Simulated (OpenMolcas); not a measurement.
**NO+ (SMILES N#[O+]): an attempt with OpenMolcas**

Aim: the energy along one coordinate of NO+.

The results are computed with OpenMolcas 26.06.

11 further runs of the same task are left out: 4 for a known fault of the program, 7 set aside as unsound or not needed.

## 1. The structure to begin with

NO+: 2 atoms, total charge +1, spin state singlet. As SMILES, `N#[O+]`. The bond length is the measured one.

Bond lengths: N1–O2 1.063 Å.

## 2. The run

The input, test.input:

```
>>> ForEach K in (1, 2, 3, 4, 5, 6, 7)

&GATEWAY
 Coord = $CurrDir/point$K.xyz
 Basis = cc-pVTZ
 Group = NoSym
 RICD

&SEWARD

&SCF
 Charge = 1
 PrOrbitals = 1 1

&MBPT2
 Frozen = 2
>>> EndDo
```

Command:

```bash
$ export MOLCAS_MEM=1
$ pymolcas test.input > test.log
```

Log:

```text
--- Start Module: gateway ---

                                              &GATEWAY

                       available to each process: 1.0 MB of memory, 1 thread

---------------------------------------------------------------------------------------------
  Nr.	 Label		Type		Offset		Length	   Atime	  Address
---------------------------------------------------------------------------------------------
  1	FILETABL    	CHAR	-93617659519752	       26929           5	[0xaaaac7f53060]
---------------------------------------------------------------------------------------------
Maximal available memory for Molcas = 973071
 ?mma_allo_?D: error: out-of-memory
 label: dbsc
  available (kB):          973
  required  (kB):         1456

--- Stop Module: gateway /rc=-6 ---

>>> END FOREACH

.########################.
.# Non-zero return code #.
.########################.

    Timing: Wall=0.04 User=0.02 System=0.02
```

Run time: 0.28 s. Hardware: 1 thread of Arm Neoverse V1, shared host.

## 3. Reading the log

The job broke off with an error.

The telling line is `?mma_allo_?D: error: out-of-memory`. The fault: too little memory is allowed.
